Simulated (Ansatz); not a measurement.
We consider bcc Li, described by B3LYP (VWN-RPA form) (PAW; Ansatz, a program for electronic structure).

Run with plane-wave cutoff 460 eV, 14×14×14 k mesh, Fermi–Dirac smearing 0.05 eV, scalar-relativistic PAW data made under PBE.

The volume scan:

```tsv
V (Å³/atom)	E − E_lowest (meV/atom)	P (GPa)
19.241	2.30	0.766
19.747	0.53	0.361
20.375	0.00	-0.083
20.760	0.50	-0.327
21.267	2.00	-0.618
```

Q: Estimate the bulk modulus and its pressure derivative from these points.

A: V0 = 20.252 Å³/atom, B0 = 13.7 GPa, B′ = 3.4 (fit to the energies at full precision).

Measured, for comparison: bulk modulus 13.8 GPa (corrected for temperature and zero-point phonon effects, our sources range from 13.1 to 13.9; as tabulated in Levämäki et al. (2014), arXiv:1402.3671); equilibrium volume per atom 20.51 Å³/atom (low-temperature or extrapolated to 0 K; zero-point anharmonic expansion removed; as tabulated in Csonka et al. (2009), arXiv:0903.4037). Computed (rounded) less measured: bulk modulus -0.7 % (inside the range of the sources held), equilibrium volume per atom -1.3 %.

Static lattice: no zero-point or thermal effects.
